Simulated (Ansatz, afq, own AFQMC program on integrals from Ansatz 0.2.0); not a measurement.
Two steps: Ansatz 0.2.0 writes the Fock matrix and Cholesky factors of the valence space, and afq projects on them the lowest state that overlaps trial and start.

```yaml
crystal:
  periodic: [false, false, false]
  atoms:
    - {symbol: N, position_ang: [0.000000, 0.000000, 0.000000]}
basis:
  gaussian: {orbitals: cc-pVTZ}
magnetization: {spin_polarized: true, initial_magnetization: 3}
correlation: {method: ccsd_t, electrons: outside_noble_gas, hamiltonian_folder: ham}
```

```sh
$ ansatz run in.yaml --threads 1 --pin off --events-out ev --progress --plain --max-ram 24576MiB --backend cuda --devices 0, --max-vram 18GiB
```

afq runs on the folder ham with

```
--method phaseless --trial cisd --walkers 40 --populations 1 --least-time 40 --time-step 0.01 --steps-per-block 25 --equilibration-blocks 40 --max-blocks 80 --target-error 0.00054 --factor-cut 1e-05 --start determinant --seed 8294 --taylor-order 4
```

Times are imaginary, in 1/Eh. The walk had a cap of 60 s.

Log:

```
orbitals 29  electrons 4 1  factors 175 of 175
reference energy -54.40068601 Eh
CCSD correlation -0.11174539 Eh in 8 cycles, weight of the determinant in the CISD state 0.9645
energy of the start -54.512427 Eh
 block  time / (1/Eh)  mean weight  energy / Eh
     1     0.250  0.9966  -54.512933
     2     0.500  0.9976  -54.513123
     3     0.750  0.9946  -54.513960
     4     1.000  1.0004  -54.513573
     5     1.250  0.9956  -54.514279
     7     1.750  1.0003  -54.513731
     9     2.250  1.0002  -54.514524
    13     3.250  0.9992  -54.515495
    16     4.000  0.9978  -54.519514
    19     4.750  0.9913  -54.514628
    25     6.250  1.0026  -54.514886
    31     7.750  1.0027  -54.514876
    37     9.250  0.9991  -54.514446
    43    10.750  1.0030  -54.515417
    49    12.250  1.0019  -54.515775
    55    13.750  0.9952  -54.514303
    61    15.250  0.9978  -54.514314
    67    16.750  1.0009  -54.513856
    73    18.250  1.0022  -54.515473
    76    19.000  0.9984  -54.513278
    79    19.750  0.9998  -54.516044
    85    21.250  0.9985  -54.514829
    91    22.750  1.0066  -54.513365
    97    24.250  1.0041  -54.513700
   103    25.750  0.9979  -54.515362
   109    27.250  1.0041  -54.514687
   115    28.750  0.9998  -54.513835
   118    29.500  1.0019  -54.514801
blocks merged  error / Eh  count
     1  0.000101  80
     2  0.000116  40
     4  0.000129  20
     8  0.000139  10
energy -54.514817 +/- 0.000129 Eh
(rows thinned)
```

The run failed at least one of its tests; the cautions name the faults.

Against this walk (error 3.5 meV) on the same determinant: CCSD(T) 3.0 meV higher (within the noise), CCSDT(Q) 6.8 meV lower (within the noise), CCSDTQ 6.8 meV lower (within the noise), full CI 6.8 meV lower (within the noise), a separate phaseless walk with a CISD trial and standard settings 6.4 ± 3.5 meV lower (within the noise). The error is statistical and leaves out the bias of the constraint.

Cautions: constraint bias not in the error; error not settled; the sampling time fell short of the least asked; the time-step error isn't removed.

The walk took 15 s on 1 × NVIDIA H100 80GB HBM3 with 2 threads of AMD EPYC 7R13 Processor (Zen 3), with other jobs on the host (the card was shared). The log's last line is the phaseless energy.

CCSDT and higher add their correlation energy to the determinant of the CCSD(T) run, since their own runs factorise the integrals more tightly (a shift of under 2 meV). A walk keeps the symmetry of its determinant, which the program's search chose and which needn't be the lowest solution, so a lower state of the same spin and another symmetry isn't excluded.
